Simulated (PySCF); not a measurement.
Match the calculated data to a structure.

All candidates are C2H2F2.

- Polarisability: 28.0 au [B3LYP/def2-SVPD]
- UV, strongest line: among the 10 lowest singlet transitions: S2 at 7.81 eV (159 nm, f = 0.343) [TDDFT B3LYP/def2-SVPD]
- Dipole: 1.28 D [B3LYP/def2-SVPD]
- XPS: C1s 291.1, C1s 295.9, F1s 694.4 (×2) eV [ΔSCF SCAN, pcX-2 on the ionised atom, pcseg-1 elsewhere, spin-free X2C]
- Valence photoelectron: vertical ionisation energy: 10.52 eV [ΔSCF B3LYP/def2-SVPD]
- Couplings: largest of the computed one-bond spin–spin couplings (means over like bonds): 19F–13C -369.6 (×2), 13C–1H +179.4 (×2), 13C–13C +127.4 Hz [B3LYP/pcJ-1]
- Rotational structure: rotational constants A, B, C: 11.084, 10.476, 5.386 GHz [PBE0-D3(BJ)/def2-SVP]

The electronic properties come from PySCF, for the isolated species, density fitting. Levels stand in brackets. Isolated species at its PBE0-D3(BJ)/def2-SVP geometry, gas phase.

Task: Which candidate is it?
A. `F/C=C\F`
B. `C=C(F)F`
C. `F/C=C/F`

Result: B. It is `C=C(F)F`. Numbering: `[CH2:1]=[C:2]([F:3])[F:4]`. Its formula, C2H2F2, gives 1 degree of unsaturation: 0 rings and 1 π bond in the structure found. The couplings run between: -369.6 Hz, vinyl fluorine [F3] and =CF2 carbon [C2] (with 1 like pair); +179.4 Hz, terminal =CH2 carbon [C1] and its hydrogen (with 1 like pair); +127.4 Hz, terminal =CH2 carbon [C1] and =CF2 carbon [C2]. The core levels belong to: C1s 291.1 eV, terminal =CH2 carbon [C1]; C1s 295.9 eV, =CF2 carbon [C2]; F1s 694.4 eV, vinyl fluorine [F3/F4]. The hole state at 295.9 eV has ⟨S²⟩ = 0.85 against 0.75, so that value is less sure. The first electron is taken from the HOMO, whose largest Löwdin shares are 0.42 on the terminal =CH2 carbon, 0.29 on the =CF2 carbon and 0.10 on each of 2 atoms of one kind (vinyl fluorine). The optimised geometry has point group C2v and is an asymmetric top.

The others, at the same levels:
- `F/C=C/F` fails: its computed core binding energies are C1s 293.4 (×2), F1s 693.8 (×2) eV, rotational constant A is 58.085 GHz (against 11.084 GHz) and smallest rotational constant is 3.778 GHz (against 5.386 GHz).
- `F/C=C\F` fails: its computed core binding energies are C1s 293.4 (×2), F1s 693.7 (×2) eV, rotational constant A is 21.821 GHz (against 11.084 GHz) and smallest rotational constant is 4.591 GHz (against 5.386 GHz).

One-bond C–F couplings are unscaled; at this level they come out some 30 % too large in size.
